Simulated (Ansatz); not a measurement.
```yaml
crystal:
  periodic: [false, false, false]
  atoms:
    - {symbol: Al, position_ang: [-0.694334, 0.000893, -0.001321]}
    - {symbol: N, position_ang: [1.095531, -0.001409, 0.002085]}
    - {symbol: H, position_ang: [1.682430, 0.822659, 0.000617]}
    - {symbol: H, position_ang: [1.680298, -0.826985, 0.005781]}
basis:
  gaussian: {orbitals: def2-TZVP}
magnetization: {spin_polarized: true, initial_magnetization: 2}
hamiltonian: {xc: pbe0}
relax: {f_tol: 0.004, max_steps: 80}
```

```sh
$ ansatz run in.yaml --threads 1 --pin off --events-out ev --progress --plain --max-ram 2176MiB
```

Steps of the relaxation (energy above the last step; positions in Å, forces in eV/Å):

```
4
step 1, 9.7 meV
Al   -0.694    0.001   -0.001    0.480   -0.001    0.001
N     1.096   -0.001    0.002    0.051    0.000    0.000
H     1.682    0.823    0.001   -0.266   -0.037    0.000
H     1.680   -0.827    0.006   -0.266    0.038   -0.001
```

```
4
step 2, 2.3 meV
Al   -0.682    0.001   -0.001    0.217    0.000    0.000
N     1.098   -0.001    0.002    0.033    0.000    0.000
H     1.675    0.826    0.001   -0.125    0.010    0.000
H     1.673   -0.830    0.006   -0.125   -0.010    0.000
```

```
4
step 3, 0.0 meV
Al   -0.670    0.001   -0.001   -0.021    0.000    0.000
N     1.101   -0.001    0.002    0.048    0.000    0.000
H     1.668    0.831    0.001   -0.013   -0.004    0.000
H     1.666   -0.835    0.006   -0.013    0.004    0.000
```

```
4
step 6, 0.0 meV
Al   -0.670    0.001   -0.001    0.000    0.000    0.000
N     1.101   -0.001    0.002    0.000    0.000    0.000
H     1.667    0.831    0.001    0.000    0.000    0.000
H     1.665   -0.836    0.006    0.000    0.000    0.000
```

Close pairs at the end: N2–H3 1.007 Å, N2–H4 1.007 Å, Al1–N2 1.771 Å.

A stationary point of unrestricted PBE0 after 6 steps, with ⟨S²⟩ = 2.003 against 2.00 for a pure state; no frequencies were run, so it isn't proven a minimum. 14 s on 1 thread of Arm Neoverse V1, shared host.
